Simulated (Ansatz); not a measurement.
What does this script print? It uses the Python package of Ansatz (0.2.0).

`relaxed_scan_al2h4o.py`
```python
import ansatz as az
import numpy as np

geometry_ang = [
    ("O", [-1.2726, -1.4523, -1.1425]),
    ("Al", [-0.4863, 0.1848, -0.8112]),
    ("Al", [1.1775, 0.334, 0.9918]),
    ("H", [-2.0472, -1.3857, -0.5748]),
    ("H", [-0.8432, 1.4756, -1.689]),
    ("H", [1.5675, -0.9477, 1.8665]),
    ("H", [1.9654, 1.7232, 1.3133]),
]
system = az.Crystal.molecule()
for symbol, xyz in geometry_ang:
    system = system.atom(symbol, xyz)

model = system.calculation()
model = model.basis(gaussian="def2-SVP").functional("B3LYP")
model = model.scf(lower_state_search="off")
symbols = [site.symbol for site in system.cartesian_sites]
pairs = [(0, 1), (0, 3), (1, 2), (1, 4), (2, 5), (2, 6)]
print("held (A)   E (eV)        ", "  ".join(f"{symbols[i]}{i}-{symbols[j]}{j}" for i, j in pairs))
for length in [0.89, 0.96, 1.04, 1.16, 1.3]:
    summary = model.relax(constraints=[az.DistanceConstraint((0, 3), at=length)], force_tolerance=0.02, max_steps=60).run(threads=1).report
    xyz = np.array(summary["positions_ang"])
    print(f"{length:6.2f} {summary['free_energy_ev']:14.5f}  ", "  ".join(f"{np.linalg.norm(xyz[i] - xyz[j]):.3f}" for i, j in pairs))
```

```console
$ python relaxed_scan_al2h4o.py
held (A)   E (eV)         O0-Al1  O0-H3  Al1-Al2  Al1-H4  Al2-H5  Al2-H6
DeckWarning: relax.constraints: the input's atoms, or those drawn, lie off the distances that are held; a relaxation that starts there is brought onto them ahead of its first SCF, by positions alone, an atom by 3.63e-2 Å at the most. With the symmetry detection on, the symmetry is detected on the input's atoms as so brought (as typed, where only the drawn atoms reach the distances), and notices that speak of the structure as typed mean those atoms
  0.89   -15301.77704   1.714  0.890  2.583  1.599  1.597  1.597
  0.96   -15301.94211   1.718  0.960  2.582  1.599  1.596  1.596
  1.04   -15301.81260   1.722  1.040  2.583  1.599  1.596  1.595
  1.16   -15301.28436   1.728  1.160  2.584  1.599  1.596  1.596
  1.30   -15300.42771   1.732  1.300  2.596  1.598  1.594  1.596
```
(Warnings from the package without file and line, repeats left out.)

What to keep in mind:
- These settings explore the input space; basis and method may be short of convergence.
- The energies are electronic: no zero-point or thermal terms, and the basis set is short of its limit.
- b3lyp holds the VWN-RPA fit, as in Gaussian; the form of ORCA and Turbomole is b3lyp5.
- The whole script took 2.2 min on 1 thread of Arm Neoverse V2, on a shared host, peak memory 0.19 GiB.
